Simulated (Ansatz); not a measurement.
System: rock-salt BaS. Method: LC-ωPBE in Ansatz (plane waves, PAW).

Numerical settings: plane-wave cutoff 460 eV, 8×8×8 k mesh, Fermi–Dirac smearing 0.01 eV, scalar-relativistic PAW data made under PBE.

Pressure at four volumes; x = ln(V/32.651 Å³). One pressure is withheld.

```csv
V (Å³/atom),x,P (GPa)
31.019,-0.0513,?
31.890,-0.0236,1.16
32.651,0.0000,-0.01
34.284,0.0488,-2.05
```

Task: Pass a parabola P(x) through the three rows shown, estimate the bulk modulus and its pressure derivative near zero pressure, and predict the withheld pressure.

Result: Slopes between the rows: (-0.01 − (1.16))/(0.0000 − (-0.0236)) = -49.58 and (-2.05 − (-0.01))/(0.0488 − (0.0000)) = -41.80 GPa. Their difference over the span 0.0724 is c = 7.78/0.0724 = 107.5 GPa, so P(x) = 1.16 + (-49.58)(x − (-0.0236)) + 107.5 (x − (-0.0236))(x − (0.0000)). At the middle row B = −dP/dx = −[-49.58 + 107.5 × 0.0236] = 47.0 GPa, and B′ = dB/dP = 2c/B = 4.6. At x = -0.0513 the parabola gives 2.69 GPa; the run gives 2.68 GPa. The Birch–Murnaghan fit to the energies at all volumes has B0 = 46.8 GPa and B′ = 4.5.

Spin–orbit coupling is not included.

Ansatz is a program for electronic structure.
